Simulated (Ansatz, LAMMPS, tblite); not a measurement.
**Ladder of methods for the c axis length of wurtzite ZnO**

Reference value: 5.204 Å (measured, 4 K, zero-point motion not removed; as tabulated in arXiv:1206.3780).

Problem. Put these levels in order of the c axis length that they give for wurtzite ZnO, smallest first: B3LYP (VWN-RPA form) (Ansatz, a quantum-chemistry and plane-wave program), GFN1-xTB (tblite), LDA (Ansatz), PBE-D4 (Ansatz), ionic model pedone2006 (rigid ions, LAMMPS).

Solution. ionic model pedone2006 (5.097 Å), LDA (5.152 Å), PBE-D4 (5.251 Å), B3LYP (VWN-RPA form) (5.282 Å), GFN1-xTB (5.665 Å)

Differences against the reference: ionic model pedone2006 -2.06 %, GFN1-xTB +8.86 %, LDA -1.00 %, PBE-D4 +0.90 %, B3LYP (VWN-RPA form) +1.50 %.

The reference isn't brought to a static lattice, while the calculations are for one, so the differences are not the levels' errors alone.  GFN1-xTB: the cell moved over 20 % in volume from its start. GFN1-xTB: the method was fitted mainly to molecules. GFN1-xTB: the run uses a supercell at the zone centre in place of a k mesh. Cutoffs and k meshes differ between the levels. Ansatz's density-functional and Hartree–Fock values are scalar-relativistic unless marked +SOC, with PAW data made under PBE.

Empirical potentials (ionic model pedone2006) are fitted to chosen data: where that held the value shown, agreement is built in, and what lay outside the fit can be far off.

Differences are worked out from the printed values.
